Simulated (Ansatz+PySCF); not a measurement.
A calculation with PySCF 2.14.0.

```python
from pyscf import gto, scf

mol = gto.M(atom="""
H 0.000000 0.000000 -1.756250
C 0.000000 0.000000 -0.556140
O 0.000000 0.000000 0.636630
""", basis='def2-svp', charge=1, spin=0)
mf = scf.UHF(mol)
mf.init_guess = 'huckel'
mf.kernel()
while True:  # follow internal instabilities
    mo, _, stable, _ = mf.stability(return_status=True)
    if stable: break
    mf.kernel(mf.make_rdm1(mo, mf.mo_occ))
print(mf.converged, mf.e_tot, mf.spin_square()[0])
```

The script is written out from the run's settings.

Results

```json
{"Converged": "yes", "Total energy": "-112.83934 hartree", "Spin squared of the determinant": "0.000"}
```
